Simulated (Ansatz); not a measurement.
A calculation with Ansatz (development build ahead of 0.2.0).

```yaml
crystal:
  periodic: [false, false, false]
  atoms:
    - { symbol: S, position_ang: [0.0, 0.0, -0.68874] }
    - { symbol: H, position_ang: [0.0, 0.0, 0.68874] }
basis:
  gaussian: { orbitals: def2-SVP }
total_charge: 1
magnetization:
  initial_magnetization: 2
hamiltonian:
  xc: hf
correlation:
  method: mp2
  frozen_orbitals: { H: 0, S: 5 }
```

The input is written out in the form of the current development build from the run's settings. Correlation on restricted open-shell orbitals is semicanonical, with singles.

Results

```json
{
  "Converged": "yes",
  "Reference energy": "-397.61717 hartree",
  "Correlation energy": "-0.09557 hartree",
  "Total energy": "-397.71275 hartree",
  "Spin squared of the determinant": "2.000",
  "Stability test": "minimum among restricted orbitals",
  "Occupied orbitals by symmetry in an Abelian subgroup (alpha; beta)": "5 A1 2 B1 2 B2; 5 A1 1 B1 1 B2"
}
```

Messages of the program:
```
mean field -10819.71449406 eV, -397.6171737910 hartree, gradient 2.3e-6 eV, S^2 2.000000; 0 other ends of a descent, 0 dependent functions left out
```
